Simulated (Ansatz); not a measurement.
The inner images of a band of C₄H₇NS (13 atoms, charge 0, multiplicity 1) are given out of order.

Computed with RKS B3LYP/def2-SVP in Ansatz 0.2.0.

Initial state:

```xyz
13
Properties=species:S:1:pos:R:3
C 0.408 -0.682 -2.417
C 0.228 -0.248 -1.299
C -0.038 0.252 0.066
C 0.731 -0.584 1.100
N -1.455 0.258 0.418
S 0.563 2.024 0.062
H 0.572 -1.061 -3.408
H 0.386 -1.631 1.072
H 0.545 -0.182 2.107
H 1.809 -0.567 0.893
H -1.981 0.791 -0.276
H -1.817 -0.698 0.401
H 0.069 2.294 1.294
```

Final state:

```xyz
13
Properties=species:S:1:pos:R:3
C 0.568 -0.557 -2.493
C 0.261 -0.244 -1.365
C -0.106 0.147 0.005
C 0.657 -0.692 1.041
N -1.525 -0.025 0.195
S 0.486 1.971 0.117
H 0.840 -0.838 -3.493
H 0.371 -1.749 0.934
H 0.397 -0.362 2.060
H 1.741 -0.589 0.908
H -2.054 0.545 -0.463
H -1.798 0.253 1.137
H 0.184 2.106 1.431
```

**Question.** Put them in order from the first end to the last, with their energies above the first end.
A.
```xyz
13
Properties=species:S:1:pos:R:3
C 0.607 -0.486 -2.496
C 0.315 -0.178 -1.362
C -0.081 0.184 0.010
C 0.650 -0.688 1.043
N -1.488 0.008 0.158
S 0.553 1.997 0.164
H 0.861 -0.764 -3.501
H 0.332 -1.736 0.926
H 0.401 -0.352 2.063
H 1.736 -0.621 0.912
H -2.088 0.609 -0.393
H -1.832 -0.207 1.085
H 0.055 2.200 1.407
```
B.
```xyz
13
Properties=species:S:1:pos:R:3
C 0.510 -0.562 -2.461
C 0.238 -0.213 -1.333
C -0.062 0.243 0.040
C 0.660 -0.650 1.062
N -1.468 0.311 0.372
S 0.656 1.996 0.098
H 0.759 -0.864 -3.462
H 0.316 -1.694 0.964
H 0.440 -0.297 2.081
H 1.745 -0.622 0.903
H -2.066 0.557 -0.412
H -1.815 -0.510 0.858
H 0.106 2.269 1.305
```
C.
```xyz
13
Properties=species:S:1:pos:R:3
C 0.570 -0.522 -2.485
C 0.287 -0.194 -1.354
C -0.071 0.210 0.020
C 0.651 -0.673 1.049
N -1.470 0.164 0.248
S 0.626 2.001 0.137
H 0.822 -0.812 -3.488
H 0.321 -1.719 0.941
H 0.415 -0.327 2.068
H 1.737 -0.623 0.908
H -2.109 0.566 -0.422
H -1.843 -0.339 1.038
H 0.083 2.233 1.355
```
D.
```xyz
13
Properties=species:S:1:pos:R:3
C 0.453 -0.616 -2.438
C 0.224 -0.231 -1.312
C -0.049 0.251 0.058
C 0.691 -0.619 1.085
N -1.461 0.298 0.414
S 0.621 2.006 0.068
H 0.665 -0.947 -3.437
H 0.340 -1.663 1.015
H 0.487 -0.245 2.099
H 1.773 -0.602 0.903
H -2.019 0.673 -0.352
H -1.807 -0.638 0.628
H 0.103 2.297 1.285
```
E.
```xyz
13
Properties=species:S:1:pos:R:3
C 0.634 -0.451 -2.506
C 0.313 -0.176 -1.371
C -0.096 0.155 0.003
C 0.652 -0.710 1.029
N -1.512 -0.061 0.145
S 0.465 1.982 0.189
H 0.911 -0.701 -3.512
H 0.356 -1.762 0.900
H 0.390 -0.393 2.052
H 1.738 -0.617 0.906
H -2.059 0.600 -0.404
H -1.811 -0.019 1.117
H 0.039 2.120 1.468
```

**Answer.** D (+2.0 kJ/mol), B (+8.2 kJ/mol), C (+18.2 kJ/mol), A (+10.0 kJ/mol), E (+2.6 kJ/mol).

Time of the run: 2 min on 2 threads of Intel(R) Xeon(R) Platinum 8488C (Sapphire Rapids) (shared host), peak memory 0.32 GiB.
